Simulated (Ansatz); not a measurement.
## Worked example: the enthalpy of formation of C2H6S (SMILES CSC)

C2H6S: 9 atoms, total charge 0, spin state singlet. SMILES: `CSC`. The coordinates come from a PBE0-D4/def2-TZVP relaxation.

Total energies at PBE/cc-pVDZ (Ansatz 0.2.0); the atoms run unrestricted:

```
species    state  energy (Eh)
  C2H6S  singlet  -477.717658
      C  triplet   -37.788538
      S  triplet  -397.930441
      H  doublet    -0.498628
```

Harmonic wavenumbers at PBE0-D4/def2-TZVP, in cm⁻¹: 187, 187, 265, 720, 774, 908, 950, 988, 1052, 1336, 1360, 1453, 1462, 1470, 1479, 3043, 3047, 3120, 3129, 3151, 3152.

Measured heats of formation of the gaseous atoms at 298.15 K, in kJ/mol: C 716.9, S 277.0, H 218.0. Spin-orbit lowering of the atoms at 298 K (mean of the ground term's levels less their thermal mean, from spectra), in kJ/mol: C 0.02, S 1.88. Take 1 Eh = 2625.50 kJ/mol, 1 cm⁻¹ = 0.0119627 kJ/mol, RT = 2.479 kJ/mol.

Question: Work out the heat of formation of the gas at 298 K.

Answer: 
1. Electronic atomisation energy: 2 × (-37.788538) + (-397.930441) + 6 × (-0.498628) − (-477.717658) = 1.218373 Eh = 3198.8 kJ/mol.
2. Zero-point energy: half the sum of the wavenumbers, 16616.5 cm⁻¹ = 198.8 kJ/mol.
3. Thermal vibrational enthalpy, Σ hcν̃/(exp(hcν̃/kT) − 1): 5.3 kJ/mol. Translation, rotation and pV of a non-linear molecule: 4 RT = 9.9 kJ/mol.
4. The 9 free atoms carry 5/2 RT each: 55.8 kJ/mol.
5. Spin-orbit coupling lowers the free atoms by 2 × 0.02 + 1.88 = 1.9 kJ/mol.
6. Atomisation enthalpy at 298 K: 3198.8 − 1.9 − 198.8 − 5.3 − 9.9 + 55.8 = 3038.7 kJ/mol.
7. Sum of the atoms' heats of formation: 3018.8 kJ/mol. Heat of formation: 3018.8 − 3038.7 = -19.9 kJ/mol.

The tabulated value is -37.4 kJ/mol (CRC Handbook of Chemistry and Physics), so this level is off by +17.5 kJ/mol, or 0.6 % of the atomisation enthalpy. Anharmonicity and any spin-orbit splitting of the molecule are left out.
